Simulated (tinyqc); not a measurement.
Worked calculation: CIS on RHF in the sto-3g basis, for LiH, spin multiplicity 1. One step of it, computed by the program tinyqc.

Question. Iteration 1: building the Fock matrix. J_ij = sum D_kl (ij|kl), K_ij = sum D_kl (ik|jl); F = H + J - 0.5 K; E = tr D H + tr D J / 2 - 0.25 tr D K + E_nn.

D at the start, order 1Li 1s, 1Li 2s, 1Li 2px, 1Li 2py, 1Li 2pz, 2H 1s:
$$\begin{pmatrix}
2.074486 & -0.236418 & 0.000000 & 0.000000 & -0.009516 & 0.016819 \\
-0.236418 & 1.077308 & 0.000000 & 0.000000 & 0.032469 & 0.060150 \\
0.000000 & 0.000000 & 0.000000 & 0.000000 & 0.000000 & 0.000000 \\
0.000000 & 0.000000 & 0.000000 & 0.000000 & 0.000000 & 0.000000 \\
-0.009516 & 0.032469 & 0.000000 & 0.000000 & 0.006126 & 0.066837 \\
0.016819 & 0.060150 & 0.000000 & 0.000000 & 0.066837 & 0.826596
\end{pmatrix}$$

core Hamiltonian H = T + V (hartree), order 1Li 1s, 1Li 2s, 1Li 2px, 1Li 2py, 1Li 2pz, 2H 1s:
$$\begin{pmatrix}
-4.783270 & -1.075499 & 0.000000 & 0.000000 & -0.020889 & -0.463821 \\
-1.075499 & -1.417882 & 0.000000 & 0.000000 & -0.132113 & -0.822659 \\
0.000000 & 0.000000 & -1.154973 & 0.000000 & 0.000000 & 0.000000 \\
0.000000 & 0.000000 & 0.000000 & -1.154973 & 0.000000 & 0.000000 \\
-0.020889 & -0.132113 & 0.000000 & 0.000000 & -1.260826 & -0.932360 \\
-0.463821 & -0.822659 & 0.000000 & 0.000000 & -0.932360 & -1.591200
\end{pmatrix}$$

Two-electron integrals (ij|kl) in chemists' order, unique and non-zero (hartree):
```
(11|11) 1.680395   (21|11) 0.265420   (21|21) 0.049941   (22|11) 0.397727
(22|21) 0.092860   (22|22) 0.290562   (31|31) 0.008981   (32|31) 0.013788
(32|32) 0.064184   (33|11) 0.396640   (33|21) 0.092880   (33|22) 0.290497
(33|33) 0.312946   (41|41) 0.008981   (42|41) 0.013788   (42|42) 0.064184
(43|43) 0.016869   (44|11) 0.396640   (44|21) 0.092880   (44|22) 0.290497
(44|33) 0.279207   (44|44) 0.312946   (51|51) 0.008981   (52|51) 0.013788
(52|52) 0.064184   (53|53) 0.016869   (54|54) 0.016869   (55|11) 0.396640
(55|21) 0.092880   (55|22) 0.290497   (55|33) 0.279207   (55|44) 0.279207
(55|55) 0.312946   (61|11) 0.109157   (61|21) 0.020597   (61|22) 0.038725
(61|33) 0.038270   (61|44) 0.038270   (61|51) 0.002438   (61|52) 0.004592
(61|55) 0.039655   (61|61) 0.009283   (62|11) 0.183962   (62|21) 0.043113
(62|22) 0.134942   (62|33) 0.128950   (62|44) 0.128950   (62|51) 0.007076
(62|52) 0.037161   (62|55) 0.146791   (62|61) 0.020941   (62|62) 0.094249
(63|31) 0.004124   (63|32) 0.017285   (63|53) 0.006268   (63|63) 0.008236
(64|41) 0.004124   (64|42) 0.017285   (64|54) 0.006268   (64|64) 0.008236
(65|11) 0.208751   (65|21) 0.049581   (65|22) 0.161575   (65|33) 0.151190
(65|44) 0.151190   (65|51) 0.011125   (65|52) 0.056839   (65|55) 0.182141
(65|61) 0.025446   (65|62) 0.125361   (65|65) 0.170761   (66|11) 0.373972
(66|21) 0.089334   (66|22) 0.299608   (66|33) 0.274844   (66|44) 0.274844
(66|51) 0.018822   (66|52) 0.110669   (66|55) 0.348552   (66|61) 0.046221
(66|62) 0.253100   (66|65) 0.352352   (66|66) 0.774606
```

nuclear repulsion = 1.13152647 hartree

Give: Coulomb J; exchange K; Fock matrix F; total energy of this density.

Answer.

Coulomb J (hartree), order 1Li 1s, 1Li 2s, 1Li 2px, 1Li 2py, 1Li 2pz, 2H 1s:
$$\begin{pmatrix}
4.1542 & 0.7140 & 0.0000 & 0.0000 & 0.0187 & 0.3034 \\
0.7140 & 1.3828 & 0.0000 & 0.0000 & 0.1076 & 0.7478 \\
0.0000 & 0.0000 & 1.3578 & 0.0000 & 0.0000 & 0.0000 \\
0.0000 & 0.0000 & 0.0000 & 1.3578 & 0.0000 & 0.0000 \\
0.0187 & 0.1076 & 0.0000 & 0.0000 & 1.4252 & 0.9183 \\
0.3034 & 0.7478 & 0.0000 & 0.0000 & 0.9183 & 1.7847
\end{pmatrix}$$

exchange K (hartree), order 1Li 1s, 1Li 2s, 1Li 2px, 1Li 2py, 1Li 2pz, 2H 1s:
$$\begin{pmatrix}
3.4285 & 0.5714 & 0.0000 & 0.0000 & 0.0308 & 0.2787 \\
0.5714 & 0.4737 & 0.0000 & 0.0000 & 0.1406 & 0.4256 \\
0.0000 & 0.0000 & 0.0912 & 0.0000 & 0.0000 & 0.0000 \\
0.0000 & 0.0000 & 0.0000 & 0.0912 & 0.0000 & 0.0000 \\
0.0308 & 0.1406 & 0.0000 & 0.0000 & 0.2559 & 0.3905 \\
0.2787 & 0.4256 & 0.0000 & 0.0000 & 0.3905 & 0.8390
\end{pmatrix}$$

Fock matrix F (hartree), order 1Li 1s, 1Li 2s, 1Li 2px, 1Li 2py, 1Li 2pz, 2H 1s:
$$\begin{pmatrix}
-2.3433 & -0.6472 & 0.0000 & 0.0000 & -0.0176 & -0.2998 \\
-0.6472 & -0.2720 & 0.0000 & 0.0000 & -0.0948 & -0.2876 \\
0.0000 & 0.0000 & 0.1572 & 0.0000 & 0.0000 & 0.0000 \\
0.0000 & 0.0000 & 0.0000 & 0.1572 & 0.0000 & 0.0000 \\
-0.0176 & -0.0948 & 0.0000 & 0.0000 & 0.0365 & -0.2093 \\
-0.2998 & -0.2876 & 0.0000 & 0.0000 & -0.2093 & -0.2260
\end{pmatrix}$$

total energy of this density = -7.681159 hartree

This density is the starting one; it is not idempotent, so its energy is not variational and may lie below the converged one.
